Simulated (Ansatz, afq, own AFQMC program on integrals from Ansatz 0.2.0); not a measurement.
# BH$_{3}$⁺, doublet: AFQMC among the cluster methods

```xyz
4

B     0.0000    0.0058    0.0596
H     0.0000    0.6438   -0.8779
H     0.0000    0.0058    1.2338
H     0.0000   -0.7120   -0.9951
```

Basis cc-pVDZ. Only valence electrons are correlated. AFQMC by an in-house program on the Cholesky factors that Ansatz 0.2.0 writes for its CCSD(T) run. The CISD trial takes its coefficients from CCSD amplitudes. Released means that phaseless walkers are propagated on without the constraint, phases kept. Free AFQMC starts from the CCSD state and is never constrained. Its projection time is finite, and what remains of the start isn't in its error. Error bars are statistical, one sigma.

Determinant: UHF, the one that the program's search chose, which needn't be the lowest solution. The geometry is a point of a scan.

Full CI on the same integrals is exact in this basis and with this determinant's frozen core.

```
T1 diagnostic                               : 0.0096
weight of the determinant in the CISD state : 0.953
⟨S²⟩ of the determinant                     : 0.759
size of the correlated space                : 5 electrons in 28 orbitals
```

| level | correlation energy (eV) |
| --- | --- |
| MP2 | -1.8355 |
| CCSD | -2.3989 |
| CCSD(T) | -2.4306 |

(1) Estimate where AFQMC with the constraint released lies against CCSD(T) on the same integrals.

(1) 1.0 ± 0.2 kJ/mol below CCSD(T).

Reference: full CI, correlation energy -2.441 eV. The released energy is read at 1.50 1/Eh (meV from the phaseless value at times in 1/Eh: -3 ± 3 at 0.24, -0.4 ± 2.2 at 0.50, -1.6 ± 1.6 at 1.00, -1.1 ± 1.6 at 1.50).

```tsv
level	E − E(reference) (kJ/mol)	share of correlation (%)
CCSD(T)	1.0	99.57
CCSDT	0.1	99.98
CCSDT(Q)	0.0	100.00
ph-AFQMC/CISD	0.1 ± 0.2	99.96
released AFQMC	0.0 ± 0.2	100.01
free AFQMC	0.1 ± 0.4	99.95
```

CCSDT and higher add their correlation energy to the determinant of the CCSD(T) run, since their own runs factorise the integrals more tightly (a shift of under 2 meV). Free projections are given only where their last times agree within the noise and don't stop above the reference; a slow remainder of the start can still hide under it. A walk keeps the symmetry of its determinant, which the program's search chose and which needn't be the lowest solution, so a lower state of the same spin and another symmetry isn't excluded. Released energies are given only where the last usable release times agree within the noise; a slower fall can still hide under it.
